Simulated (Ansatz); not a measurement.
# AlH3F (doublet): from Hartree-Fock to the top rungs at distance Al1–H4 along a hydrogen transfer = 1.632 Å, cc-pVDZ

An exercise on one series of results from a longer session: the logs are not shown, and one member is left open.

Computed with Ansatz 0.2.0, Gaussian basis. Level: cc-pVDZ, core rule «outside noble gas», up to 6 orbitals frozen.

The runs, in order: UHF; CCSD(T) on ROHF; CCSD(T) on UHF; BCCD(T) on ROHF; CISD; CCSDT(Q) on ROHF; CCSDT(Q) on UHF; CASSCF and MRCISD+Q, 3 electrons in 3 orbitals; CASSCF and NEVPT2, 3 electrons in 3 orbitals.

19 further runs of the same task are left out: 9 for a known fault of the program, 8 that didn't finish, 2 set aside as unsound or not needed.

## The system

The geometry derives from fragments relaxed apart (PBE0/def2-TZVP) and kept rigid, so it is no stationary point. A hydrogen atom is moved between rigid fragments.

5 atoms, charge 0, spin multiplicity 2.

Atoms are counted from 1 here; the program's logs count them from 0.

Bond lengths: Al1–H2 1.586 Å, Al1–H3 1.586 Å, Al1–H4 1.632 Å, H4–F5 1.174 Å. Angles: H2–Al1–H3 120.0°, H2–Al1–H4 120.0°, H3–Al1–H4 120.0°, Al1–H4–F5 180.0°.

Set-up of the first run:

Input file in.yaml:

```yaml
crystal:
  periodic: [false, false, false]
  atoms:
    - {symbol: Al, position_ang: [-1.088815, 0.000000, 0.000000]}
    - {symbol: H, position_ang: [-1.881739, 1.373384, 0.000000]}
    - {symbol: H, position_ang: [-1.881739, -1.373384, 0.000000]}
    - {symbol: H, position_ang: [0.543185, 0.000000, 0.000000]}
    - {symbol: F, position_ang: [1.717185, 0.000000, 0.000000]}
basis:
  gaussian: {orbitals: cc-pVDZ}
magnetization: {spin_polarized: true, initial_magnetization: 1}
hamiltonian: {xc: hf}
output: {orbitals: {seedname: orbitals}}
```

Started as:

```sh
> ansatz run in.yaml --threads 1 --pin off --events-out ev --progress --plain --max-ram 2393MiB
```

Among the steps run: UHF; CCSD(T) on ROHF; CCSD(T) on UHF; BCCD(T) on ROHF; CISD; CCSDT(Q) on ROHF; CCSDT(Q) on UHF; CASSCF and MRCISD+Q, 3 electrons in 3 orbitals; CASSCF and NEVPT2, 3 electrons in 3 orbitals.

One table of the session follows, with a row left open; its other results are not shown here.

```
       method  from UCCSDT(Q) (kcal/mol)
         ROHF                    +191.89
          UHF                    +186.52
         RMP2                     +17.59
         UMP2                     +21.13
         CISD                          ?
        RCCSD                      +3.76
        UCCSD                      +3.53
     RCCSD(T)                      +0.85
     UCCSD(T)                      +0.87
      BCCD(T)                      +0.82
       RCCSDT                      +0.40
       UCCSDT                      +0.38
    RCCSDT(Q)                      +0.02
    UCCSDT(Q)                          0
  CASSCF pair                    +173.98
  NEVPT2 pair                     +19.10
  MRCISD pair                     +14.88
MRCISD+Q pair                      +2.32
```

**Question.** Estimate the row for CISD.

As computed: from UCCSDT(Q) (kcal/mol): +17.31. In the column «from UCCSDT(Q) (kcal/mol)» it lies between MRCISD pair (+14.88) and RMP2 (+17.59).

Limits of these values: Restricted and unrestricted rows rest on different reference determinants; where their highest levels disagree by more than a few hundredths of an eV, they describe different states and don't form one ladder.
